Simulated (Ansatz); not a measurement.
**BH₂+ (triplet): wave-function methods side by side at angle H2–B1–H3 = 86.2°, aug-cc-pVTZ**

How much of the correlation energy of BH₂+ (triplet) does each wave-function method recover here?

Computed with Ansatz 0.2.0, Gaussian basis. Level: aug-cc-pVTZ, core rule «outside noble gas», up to 1 orbitals frozen.

To be run: UHF; CCSD(T) on ROHF; CCSD(T) on UHF; BCCD(T) on ROHF; CCSDT(Q) on ROHF; CCSDT(Q) on UHF; CASSCF and NEVPT2, 4 electrons in 6 orbitals; Full CI.

12 further runs of the same task are left out: 2 for a known fault of the program, 7 that didn't finish, 3 set aside as unsound or not needed.

### 1 The system

The geometry derives from a PBE0/def2-TZVP stationary point (not a proven minimum). One angle is set to the value named; bond lengths are kept.

3 atoms, charge 1, spin multiplicity 3.

Atoms are counted from 1 here; the program's logs count them from 0.

Bond lengths: B1–H2 1.291 Å, B1–H3 1.291 Å. Angles: H2–B1–H3 86.2°.

Coordinates:

```xyz
3
BH2
B     0.00000    0.00000   -0.14813
H     0.00000    0.88202    0.79442
H     0.00000   -0.88202    0.79442
```

### 2 UHF

Input file in.yaml:

```yaml
crystal:
  periodic: [false, false, false]
  atoms:
    - {symbol: B, position_ang: [0.000000, 0.000000, -0.148132]}
    - {symbol: H, position_ang: [0.000000, 0.882025, 0.794421]}
    - {symbol: H, position_ang: [0.000000, -0.882025, 0.794421]}
basis:
  gaussian: {orbitals: aug-cc-pVTZ}
total_charge: 1
magnetization: {spin_polarized: true, initial_magnetization: 2}
hamiltonian: {xc: hf}
output: {orbitals: {seedname: orbitals}}
```

Command:

```
$ ansatz run in.yaml --threads 1 --pin off --events-out ev --progress --plain --max-ram 2393MiB
```

The runs that follow: CCSD(T) on ROHF; CCSD(T) on UHF; BCCD(T) on ROHF; CCSDT(Q) on ROHF; CCSDT(Q) on UHF; CASSCF and NEVPT2, 4 electrons in 6 orbitals; Full CI.

Before running them: what should the planned runs give, taken together? Wanted: FCI below the RHF energy; RMP2 from FCI; UMP2 from FCI; RCCSD from FCI; RCCSD(T) from FCI; UCCSD(T) from FCI; RCCSDT(Q) from FCI; UCCSDT(Q) from FCI; NEVPT2 valence from FCI.

The runs gave:

```
                         quantity                                                              value
         FCI below the RHF energy                                                         -2.0983 eV
                    RMP2 from FCI                                                       +46.2 kJ/mol
                    UMP2 from FCI                                                       +48.0 kJ/mol
                   RCCSD from FCI                                                        +5.4 kJ/mol
                RCCSD(T) from FCI                                                        +1.2 kJ/mol
                UCCSD(T) from FCI                                                        +1.1 kJ/mol
               RCCSDT(Q) from FCI                                                         0.0 kJ/mol
               UCCSDT(Q) from FCI                                                         0.0 kJ/mol
          NEVPT2 valence from FCI                                                       +23.1 kJ/mol
levels within 1 kcal/mol (43 meV)  RCCSD(T), UCCSD(T), BCCD(T), RCCSDT, UCCSDT, RCCSDT(Q), UCCSDT(Q)
                    T1 diagnostic                                                              0.025
   effectively unpaired electrons                                                               2.02
```

In words: RCCSD(T) misses by +1.2 kJ/mol, 0.6 % of the correlation energy. One determinant dominates. These misses are within one basis, not against nature; the frozen cores of restricted and unrestricted runs differ, which can shift their rows.
